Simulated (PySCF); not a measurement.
# Gas-phase XPS of 1-pentene, computed

Compound: 1-pentene, C5H10.
SMILES with atom numbers: `[CH2:1]=[CH:2][CH2:3][CH2:4][CH3:5]`

Computed, not measured: delta-SCF UKS SCAN, pcX-2 on the ionised atom, pcseg-1 elsewhere, spin-free X2C (PySCF). These are vertical core ionisation energies against the vacuum level, from separate self-consistent calculations with and without the core hole.

Problem. What binding energy does each computed site have?

Solution. 
| atom(s) | environment | level | binding energy (eV) | above the level's lowest (eV) | count |
| --- | --- | --- | --- | --- | --- |
| C1 | terminal =CH2 carbon | C 1s | 290.04 | 0.00 | 1 |
| C2 | alkene CH carbon | C 1s | 290.43 | +0.39 | 1 |
| C3 | allylic carbon | C 1s | 290.60 | +0.56 | 1 |
| C4 | chain CH2 carbon | C 1s | 290.52 | +0.48 | 1 |
| C5 | methyl carbon | C 1s | 290.56 | +0.52 | 1 |

The listed C 1s values span 0.56 eV, from C1 (bonded to C (double bond) and 2 H) to C3 (bonded to 2 C and 2 H). The values 290.52, 290.56 and 290.60 eV lie too close for their order to be trusted.

Problem. Which photon wavelength matches the C 1s of C1 threshold?

Solution. λ = hc/E = 12398.42 eV Å / 290.04 eV = 42.747 Å.

Isolated species at its PBE0-D3(BJ)/def2-SVP geometry (one conformer only).

Shape of the structure used: `[CH2:1]=[CH:2][CH2:3][CH2:4][CH3:5]`: C1–C2–C3–C4 119°, C2–C3–C4–C5 179°.
